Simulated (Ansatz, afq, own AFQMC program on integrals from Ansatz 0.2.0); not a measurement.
Integrals from Ansatz 0.2.0, then the random walk in our own AFQMC program (afq).

```yaml
crystal:
  periodic: [false, false, false]
  atoms:
    - {symbol: C, position_ang: [0.000000, 0.000000, -1.432467]}
    - {symbol: N, position_ang: [0.000000, 0.000000, -0.257167]}
    - {symbol: Ga, position_ang: [0.000000, 0.000000, 1.689633]}
basis:
  gaussian: {orbitals: cc-pVDZ}
magnetization: {spin_polarized: false}
correlation: {method: ccsd_t, electrons: outside_noble_gas, hamiltonian_folder: ham}
```

```sh
$ ansatz run in.yaml --threads 1 --pin off --events-out ev --progress --plain --max-ram 1382MiB
```

Options of the walk:

```
--method phaseless --trial hf --walkers 120 --populations 1 --least-time 40 --time-step 0.005 --steps-per-block 20 --equilibration-blocks 112 --max-blocks 600 --target-error 0.00126 --factor-cut 1e-05 --seed 3729 --taylor-order 6
```

Times are imaginary, in 1/Eh. The walk had a cap of 638 s. Filled inner d shells are frozen with the cores.

Log:

```
orbitals 39  electrons 6 6  factors 298 of 595
reference energy -2015.54883993 Eh
CCSD correlation -0.32248160 Eh in 11 cycles, weight of the determinant in the CISD state 0.8503
energy of the start -2015.548840 Eh
 block  time / (1/Eh)  mean weight  energy / Eh
     1     0.100  1.0013  -2015.629018
     2     0.200  1.0013  -2015.678714
     3     0.300  1.0020  -2015.734854
     4     0.400  1.0018  -2015.749437
     5     0.500  1.0034  -2015.776605
    10     1.000  1.0026  -2015.845322
    86     8.600  0.9999  -2015.893527
   171    17.100  1.0006  -2015.908383
   256    25.600  0.9996  -2015.885643
   341    34.100  1.0024  -2015.895030
   426    42.600  0.9996  -2015.901573
   460    46.000  1.0008  -2015.958970
   511    51.100  0.9989  -2015.875530
   562    56.200  0.9985  -2015.830568
   596    59.600  1.0000  -2015.869459
   681    68.100  1.0003  -2015.870913
   698    69.800  0.9954  -2015.854880
blocks merged  error / Eh  count
     1  0.001132  600
     2  0.001489  300
     4  0.001913  150
     8  0.002325  75
    16  0.002428  37
    32  0.001709  18
    64  0.002216  9
energy -2015.887807 +/- 0.002428 Eh
(rows thinned)
```

The run passed its tests (sampling time, drift between the halves within three errors, error under three times the target), which doesn't prove that it has relaxed.

Against this walk (error 66.1 meV) on the same determinant: CCSD(T) 77.3 meV higher (within the noise), CCSDT(Q) 31.0 meV higher (within the noise), a separate phaseless walk with a CISD trial and standard settings 63.8 ± 69.2 meV higher (within the noise). The error is statistical and leaves out the bias of the constraint.

Cautions: constraint bias not in the error; error above the target (66.1 against 34.3 meV); no relativity below Rb; no spin-orbit coupling; inner d shell frozen.

The walk took 120 s on 1 thread of Intel(R) Xeon(R) 6975P-C (Granite Rapids), on a shared host. The log's last line is the phaseless energy.

CCSDT and higher add their correlation energy to the determinant of the CCSD(T) run, since their own runs factorise the integrals more tightly (a shift of under 2 meV). A walk keeps the symmetry of its determinant, which the program's search chose and which needn't be the lowest solution, so a lower state of the same spin and another symmetry isn't excluded.
